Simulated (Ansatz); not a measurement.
**C4H4O: a ladder of functionals and wavefunction methods**

The task here is to estimate one member of a computed series from the others.

Program: Ansatz 0.2.0, Gaussian basis. Level of theory: functionals in def2-TZVPP, the program's frozen cores in correlated methods. These are calculated values, not measurements.

Plan: LDA (SPW92), PBE-D4, revPBE-D4, BLYP-D4, r2SCAN-D4, B97M-V, PBE0-D4, B3LYP-D4, r2SCANh-D4, r2SCAN0-D4, HSE06-D4, BHLYP-D4, CAM-B3LYP-D4, LC-ωPBE, ωB97X-V, ωB97M-V, B2PLYP, PBE-QIDH; CCSD(T)/def2-SVP; CCSD(T)/def2-TZVPP; MP2/def2-QZVPP; extrapolation to the limit; RPA on PBE.

## Structure used throughout

All runs share one geometry, relaxed beforehand with PBE0-D4 in a triple-zeta def2 set.

SMILES `C#CC(=C)O`, 9 atoms, charge 0, spin multiplicity 1.

Atoms are counted from 1 here; the program's logs count them from 0.

Bond lengths: C1–C2 1.202 Å, C1–H6 1.065 Å, C2–C3 1.426 Å, C3–C4 1.332 Å, C3–O5 1.362 Å, C4–H7 1.079 Å, C4–H8 1.082 Å, O5–H9 0.961 Å. Angles: C2–C1–H6 178.9°, C1–C2–C3 177.0°, C2–C3–C4 123.1°, C2–C3–O5 116.0°, C4–C3–O5 121.0°, C3–C4–H7 120.0°, C3–C4–H8 120.5°, H7–C4–H8 119.5°, C3–O5–H9 108.9°.

Set-up of the first run:

File in.yaml:

```yaml
crystal:
  periodic: [false, false, false]
  atoms:
    - {symbol: C, position_ang: [-0.374084, 2.048688, -0.454417]}
    - {symbol: C, position_ang: [-0.160076, 0.900681, -0.167875]}
    - {symbol: C, position_ang: [0.088470, -0.441156, 0.244720]}
    - {symbol: C, position_ang: [0.296116, -1.438967, -0.613084]}
    - {symbol: O, position_ang: [0.103522, -0.658206, 1.589168]}
    - {symbol: H, position_ang: [-0.562315, 3.060339, -0.727355]}
    - {symbol: H, position_ang: [0.280805, -1.248965, -1.675328]}
    - {symbol: H, position_ang: [0.480680, -2.442432, -0.253275]}
    - {symbol: H, position_ang: [-0.064417, 0.173617, 2.040248]}
basis:
  gaussian: {orbitals: def2-TZVPP}
hamiltonian: {xc: lda}
output: {orbitals: {seedname: orbitals}}
```

Command:

```bash
$ ansatz run in.yaml --threads 4 --pin off --events-out ev --progress --plain --max-ram 10444MiB
```

Steps of the session up to this table: LDA; PBE-D4 (GGA); revPBE-D4 (GGA); BLYP-D4 (GGA); r2SCAN-D4 (meta-GGA); B97M-V (meta-GGA); B3LYP-D4 (hybrid); r2SCANh-D4 (hybrid); r2SCAN0-D4 (hybrid); HSE06-D4 (hybrid); BHLYP-D4 (hybrid); CAM-B3LYP-D4 (range-separated); LC-ωPBE (range-separated); ωB97X-V (range-separated); ωB97M-V (range-separated); B2PLYP (double hybrid); PBE-QIDH (double hybrid).

One table of the session follows, with a row left open; its other results are not shown here.

It belongs to the step «Frontier levels by functional». 

```
  functional  HOMO (eV)  gap (eV)
 LDA (SPW92)      -5.84      3.96
      PBE-D4      -5.64      4.00
   revPBE-D4      -5.57      4.02
     BLYP-D4          ?         ?
   r2SCAN-D4      -5.83      4.36
      B97M-V      -5.83      4.45
     PBE0-D4      -6.77      6.03
    B3LYP-D4      -6.56      5.60
  r2SCANh-D4      -6.26      5.12
  r2SCAN0-D4      -6.90      6.25
    HSE06-D4      -6.37      5.26
    BHLYP-D4      -7.74      8.04
CAM-B3LYP-D4      -8.06      8.41
     LC-ωPBE      -9.38     10.86
     ωB97X-V      -9.00     10.44
     ωB97M-V      -8.92     10.26
```

Estimate the missing values for BLYP-D4.

Worked estimate for «HOMO (eV)». Against the share of exact exchange, B3LYP-D4 (0.2, -6.56), BHLYP-D4 (0.5, -7.74) give a slope of -3.93 per unit share; at 0 the line stands at -5.77.

As computed: HOMO (eV): -5.49; gap (eV): 3.99. In «HOMO (eV)» the line misses by -0.28.
